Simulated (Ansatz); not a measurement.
C3H4O2 at its PBE0-D4/def2-TZVP geometry, where that method's forces vanish. Charge 0, multiplicity 1. The bonds changed during the relaxation, so this is another structure than the one it started from.

```tsv
atom	x (Å)	y (Å)	z (Å)
C1	-0.9877	1.1166	-0.6627
O2	0.1270	0.2415	-0.4093
C3	0.0339	-0.5459	0.5923
C4	1.2341	-1.3660	0.7940
O5	2.1673	-1.0122	1.4746
H6	-1.3407	0.9081	-1.6720
H7	-0.6143	2.1380	-0.6019
H8	-1.7604	0.9270	0.0810
H9	1.1408	-2.4071	0.4042
```

**Question.** For each bond, give half the difference of the two atoms' forces along it (eV/Å; positive pushes the atoms apart) under PBE-D4, r2SCAN-D4, B3LYP-D4, ωB97M-V in def2-TZVPP. (An estimate is asked.)

**Answer.** Ansatz gave: 
```csv
bond,length (Å),PBE-D4,r2SCAN-D4,B3LYP-D4,ωB97M-V
C1–O2,1.440,0.23,0.29,0.27,0.25
C1–H6,1.089,0.07,-0.08,-0.10,-0.10
C1–H7,1.089,0.05,-0.09,-0.10,-0.09
C1–H8,1.089,0.06,-0.09,-0.08,-0.09
O2–C3,1.277,0.60,0.34,0.17,0.16
C3–C4,1.468,-0.53,-0.32,-0.09,0.29
C4–O5,1.208,1.25,0.58,0.30,-0.04
C4–H9,1.116,-0.09,-0.08,-0.15,-0.16
```

B3LYP here is the variant with VWN-RPA as its local correlation; programs differ in this.
